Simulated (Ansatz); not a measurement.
Loss of C2H6: C3H6F → CF + C2H6

Species: C3H6F `C[CH]CF`, doublet; CF, doublet; C2H6 (ethane) `CC`, singlet. 

Shapes, held fixed at every level: PBE0-D4/def2-TZVP. Flexible molecules stand in one conformer, not always the lowest. Programs: Ansatz 0.2.0. The zero-point and thermal change to 298 K, harmonic and unscaled (PBE0-D4/def2-TZVP), is -7.0 kJ/mol.

| level | kind | ΔH(298 K) (kJ/mol) | less CCSD(T)/CBS estimate |
| --- | --- | --- | --- |
| SPW92/def2-TZVPP | LDA | +326.9 | +73.1 |
| BHLYP-D4/def2-TZVPP | global hybrid | +257.5 | +3.7 |
| wB97X-V/def2-TZVPP | range-separated hybrid | +256.3 | +2.5 |
| B2PLYP/def2-TZVPP | double hybrid | +250.2 | -3.6 |
| MP2/def2-TZVPP | perturbation theory | +262.6 | +8.8 |
| CCSD(T)/def2-SVP | coupled cluster or CI | +243.8 | -10.0 |
| CCSD(T)/def2-TZVPP | coupled cluster or CI | +244.3 | -9.5 |
| CCSD(T)/CBS estimate | coupled cluster or CI | +253.8 | 0.0 |

The highest level, CCSD(T)/CBS estimate, gives ΔH(298 K) = +253.8 kJ/mol; the levels span +243.8 to +326.9. The column of differences is taken from that level and isn't an error. No measured value is set beside it here. Open shells run unrestricted unless RO is named. The CBS estimate extrapolates MP2 from def2-TZVPP and def2-QZVPP and adds CCSD(T) − MP2 in the triple-zeta set, cores frozen.
